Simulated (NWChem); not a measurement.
System: methanol (CH₄O); SMILES CO

Parts of the log:

```
             Northwest Computational Chemistry Package (NWChem) 7.3.0
             --------------------------------------------------------

                             Geometry "geometry" -> ""
                             -------------------------

 Output coordinates in angstroms (scale by  1.889725989 to convert to a.u.)

  No.       Tag          Charge          X              Y              Z
 ---- ---------------- ---------- -------------- -------------- --------------
    1 C                    6.0000    -0.00864600    -0.65337200     0.00000000
    2 O                    8.0000    -0.08860500     0.75338600     0.00000000
    3 H                    1.0000     0.49883800    -1.04314400    -0.89117200
    4 H                    1.0000    -1.03134900    -1.03153600     0.00000000
    5 H                    1.0000     0.49883800    -1.04314400     0.89117200
    6 H                    1.0000     0.80250000     1.10822500     0.00000000

 Effective nuclear repulsion energy (a.u.)      40.4597096426

                                 NWChem DFT Module
                                 -----------------

 Summary of "ao basis" -> "ao basis" (spherical)
 ------------------------------------------------------------------------------
       Tag                 Description            Shells   Functions and Types
 ---------------- ------------------------------  ------  ---------------------
 C                          def2-svp                 6       14   3s2p1d
 O                          def2-svp                 6       14   3s2p1d
 H                          def2-svp                 3        5   2s1p

 in cosmo_initialize ...

 solvent parameters
 solvname_short: unkn
 solvname_long:  unknown
 dielec:        2.4000

          ---------------
          -cosmo- solvent
          ---------------
 Cosmo: York-Karplus, doi: 10.1021/jp992097l
 dielectric constant -eps-     =   2.40
 screen = (eps-1)/(eps    )    =   0.58333
 surface charge correction     = lagrangian

   van der Waals surface
 --------------------------

 ---------- ATOMIC COORDINATES (A.U.) ------------ VDWR(ANG.) --
     1   -0.01633857   -1.23469405    0.00000000     2.000
     2   -0.16743917    1.42369310    0.00000000     1.720
     3    0.94266713   -1.97125633   -1.68407089     1.300
     4   -1.94896701   -1.94932039    0.00000000     1.300
     5    0.94266713   -1.97125633    1.68407089     1.300
     6    1.51650511    2.09424158    0.00000000     1.300
 number of segments per atom =         32
 number of   points per atom =         32
 atom (   nspa,  nppa )
 ----------------------
    1 (     22,     0 )       0
    2 (     22,     0 )       0
    3 (     14,     0 )       0
    4 (     14,     0 )       0
    5 (     14,     0 )       0
    6 (     16,     0 )       0
 number of -cosmo- surface points =      102
 molecular surface =     70.995 angstrom**2
 molecular volume  =     48.344 angstrom**3
 G(cav/disp)       =      1.215 kcal/mol
 -lineq- algorithm             =   0
 -bem- low  level              =   2
 -bem- from -octahedral-
 gaussian surface charge width =   4.50000
 degree of switching           =   1.00000
 switching function tolerance  =   0.00010
 atomic radii =
 --------------
    1  6.000  2.000
    2  8.000  1.720
    3  1.000  1.300
    4  1.000  1.300
    5  1.000  1.300
    6  1.000  1.300
 ...... end of -cosmo- initialization ......

            General Information
            -------------------
          SCF calculation type: DFT
          Wavefunction type:  closed shell.
          No. of atoms     :     6
          No. of electrons :    18
           Alpha electrons :     9
            Beta electrons :     9
          Charge           :     0
          Spin multiplicity:     1
          Use of symmetry is: off; symmetry adaption is: off
          Maximum number of iterations: 150
          AO basis - number of functions:    48
                     number of shells:    24
          Convergence on energy requested:  1.00D-06
          Convergence on density requested:  1.00D-05
          Convergence on gradient requested:  5.00D-04

              XC Information
              --------------
                       M06-2X Method XC Functional
                     Hartree-Fock (Exact) Exchange  0.540
                        M06-2X Exchange Functional  1.000
                      M06-2X Correlation Potential  1.000

             Grid Information
             ----------------
          Grid used for XC integration:  medium
          Radial quadrature: Mura-Knowles
          Angular quadrature: Lebedev.
          Tag              B.-S. Rad. Rad. Pts. Rad. Cut. Ang. Pts.
          ---              ---------- --------- --------- ---------
          C                   0.70       49           7.0       434
          O                   0.60       49           7.0       434
          H                   0.35       45           9.0       434
          Grid pruning is: on
          Number of quadrature shells:   278
          Spatial weights used:  Erf1

      Superposition of Atomic Density Guess
      -------------------------------------

 Sum of atomic energies:        -114.31308043

      Non-variational initial energy
      ------------------------------

 Total energy =    -115.221190
 1-e energy   =    -234.950721
 2-e energy   =      79.269821
 HOMO         =      -0.375444
 LUMO         =       0.098488

   convergence    iter        energy       DeltaE   RMS-Dens  Diis-err
 ---------------- ----- ----------------- --------- --------- ---------
     COSMO gas phase
 d= 0,ls=0.0,diis     1   -115.5358915414 -1.56D+02  1.16D-02  2.97D-01
 d= 0,ls=0.0,diis     2   -115.5491808957 -1.33D-02  5.23D-03  2.43D-01
 d= 0,ls=0.0,diis     3   -115.5705963084 -2.14D-02  7.23D-04  5.08D-03
 d= 0,ls=0.0,diis     4   -115.5710666052 -4.70D-04  1.62D-04  1.14D-04
 d= 0,ls=0.0,diis     5   -115.5710786082 -1.20D-05  4.75D-05  1.03D-05
  Resetting Diis
 d= 0,ls=0.0,diis     6   -115.5710798186 -1.21D-06  1.17D-05  4.82D-07
 d= 0,ls=0.0,diis     7   -115.5710798878 -6.92D-08  2.12D-06  6.30D-09

   convergence    iter        energy       DeltaE   RMS-Dens  Diis-err
 ---------------- ----- ----------------- --------- --------- ---------
     COSMO solvation phase
 d= 0,ls=0.0,diis     1   -115.5752186640 -4.14D-03  1.10D-03  1.23D-03
 d= 0,ls=0.0,diis     2   -115.5754551802 -2.37D-04  2.43D-04  3.54D-04
 d= 0,ls=0.0,diis     3   -115.5754816431 -2.65D-05  1.18D-04  7.33D-05
 d= 0,ls=0.0,diis     4   -115.5754891214 -7.48D-06  2.52D-05  2.90D-06
 d= 0,ls=0.0,diis     5   -115.5754894443 -3.23D-07  7.87D-06  1.12D-07

         Total DFT energy =     -115.575489444307
      One electron energy =     -237.246930549613
           Coulomb energy =       96.618403156803
    Exchange-Corr. energy =      -15.455790987110
 Nuclear repulsion energy =       40.459709642561

             COSMO energy =        0.049119293051

 Numeric. integr. density =       17.999999362463

                                   COSMO solvation results
                                   -----------------------

                 gas phase energy =      -115.571079887777
                 sol phase energy =      -115.575489444307
 (electrostatic) solvation energy =         0.004409556530 (    2.77 kcal/mol)

                       DFT Final Molecular Orbital Analysis
                       ------------------------------------

 Vector    7  Occ=2.000000D+00  E=-4.925861D-01
              MO Center= -2.8D-01, -9.7D-02,  8.0D-10, r^2= 1.5D+00
   Bfn.  Coefficient  Atom+Function         Bfn.  Coefficient  Atom+Function
  ----- ------------  ---------------      ----- ------------  ---------------
    19      0.368287  2 O  py                34      0.285804  4 H  s
     5     -0.281485  1 C  py                 4     -0.277665  1 C  px
    22      0.221775  2 O  py                18     -0.147437  2 O  px
     7     -0.141957  1 C  px                21     -0.114140  2 O  px
    17      0.112907  2 O  s                  8     -0.102422  1 C  py

 Vector    8  Occ=2.000000D+00  E=-3.991152D-01
              MO Center= -1.7D-01,  2.6D-02, -1.2D-09, r^2= 1.7D+00
   Bfn.  Coefficient  Atom+Function         Bfn.  Coefficient  Atom+Function
  ----- ------------  ---------------      ----- ------------  ---------------
    18      0.387313  2 O  px                 4     -0.301001  1 C  px
    34      0.272330  4 H  s                 21      0.256445  2 O  px
    17     -0.234206  2 O  s                 44      0.205808  6 H  s
    19     -0.182959  2 O  py                29     -0.163260  3 H  s
    39     -0.163260  5 H  s                 22     -0.153865  2 O  py

 Vector    9  Occ=2.000000D+00  E=-3.432301D-01
              MO Center=  4.8D-02,  2.5D-01,  1.1D-09, r^2= 1.5D+00
   Bfn.  Coefficient  Atom+Function         Bfn.  Coefficient  Atom+Function
  ----- ------------  ---------------      ----- ------------  ---------------
    20      0.559644  2 O  pz                23      0.446381  2 O  pz
    29      0.225563  3 H  s                 39     -0.225563  5 H  s
     6     -0.218323  1 C  pz                30      0.134533  3 H  s
    40     -0.134533  5 H  s                  9     -0.049588  1 C  pz
    11      0.030333  1 C  d -1              48      0.026292  6 H  pz

 Vector   10  Occ=0.000000D+00  E= 1.015526D-01
              MO Center=  7.6D-01,  2.8D-01, -6.8D-09, r^2= 4.2D+00
   Bfn.  Coefficient  Atom+Function         Bfn.  Coefficient  Atom+Function
  ----- ------------  ---------------      ----- ------------  ---------------
     3      1.548318  1 C  s                 45     -1.041296  6 H  s
    30     -0.814919  3 H  s                 40     -0.814919  5 H  s
    17      0.701078  2 O  s                 35     -0.553045  4 H  s
     8     -0.490072  1 C  py                21      0.288725  2 O  px
     5     -0.170884  1 C  py                18      0.165163  2 O  px

 Vector   11  Occ=0.000000D+00  E= 1.451044D-01
              MO Center=  4.9D-02, -5.6D-01, -1.8D-08, r^2= 5.4D+00
   Bfn.  Coefficient  Atom+Function         Bfn.  Coefficient  Atom+Function
  ----- ------------  ---------------      ----- ------------  ---------------
     3      2.296759  1 C  s                 35     -1.312943  4 H  s
    30     -0.963370  3 H  s                 40     -0.963370  5 H  s
    45      0.841142  6 H  s                 17     -0.735497  2 O  s
    21     -0.234314  2 O  px                 2      0.209735  1 C  s
     8     -0.199609  1 C  py                 7     -0.181352  1 C  px

 Vector   12  Occ=0.000000D+00  E= 1.838191D-01
              MO Center= -5.2D-01, -1.1D+00, -1.9D-07, r^2= 3.8D+00
   Bfn.  Coefficient  Atom+Function         Bfn.  Coefficient  Atom+Function
  ----- ------------  ---------------      ----- ------------  ---------------
    35      1.872605  4 H  s                  7      1.251296  1 C  px
    30     -1.007819  3 H  s                 40     -1.007818  5 H  s
     4      0.352893  1 C  px                 3      0.320841  1 C  s
     8      0.291399  1 C  py                17     -0.269227  2 O  s
    21     -0.173318  2 O  px                22      0.147782  2 O  py

     Multipole analysis of the density
     ---------------------------------

     L   x y z        total         alpha         beta         nuclear
     -   - - -        -----         -----         ----         -------
     0   0 0 0     -0.000000     -9.000000     -9.000000     18.000000

     1   1 0 0      0.651964      0.318318      0.318318      0.015328
     1   0 1 0     -0.365955     -0.274872     -0.274872      0.183789
     1   0 0 1     -0.000000     -0.000000     -0.000000      0.000000

     2   2 0 0     -8.733758     -8.417575     -8.417575      8.101391
     2   1 1 0      1.672751      0.100078      0.100078      1.472595
     2   1 0 1      0.000000      0.000000      0.000000      0.000000
     2   0 2 0     -9.467806    -25.393620    -25.393620     41.319434
     2   0 1 1     -0.000000     -0.000000     -0.000000      0.000000
     2   0 0 2     -9.979832     -7.826011     -7.826011      5.672190
```

Level: M06-2X/def2-SVP, COSMO on the gas-phase geometry. The geometry was optimised at PBE0-D3(BJ)/def2-TZVP. COSMO prints the solvation energy as gas minus solution, so a positive value is a stabilisation.

**Question.** Which NWChem input produces such a log?

**Answer.** Several could match; the one computed here: the input that was run:
```
start job
memory heap 200 mb stack 900 mb global 1100 mb
geometry units angstroms noautosym nocenter noautoz
  C     -0.008646    -0.653372     0.000000
  O     -0.088605     0.753386     0.000000
  H      0.498838    -1.043144    -0.891172
  H     -1.031349    -1.031536     0.000000
  H      0.498838    -1.043144     0.891172
  H      0.802500     1.108225     0.000000
end
basis spherical
  * library def2-svp
end
dft
  xc m06-2x
  iterations 150
end
cosmo
  dielec 2.4
end
task dft energy
```
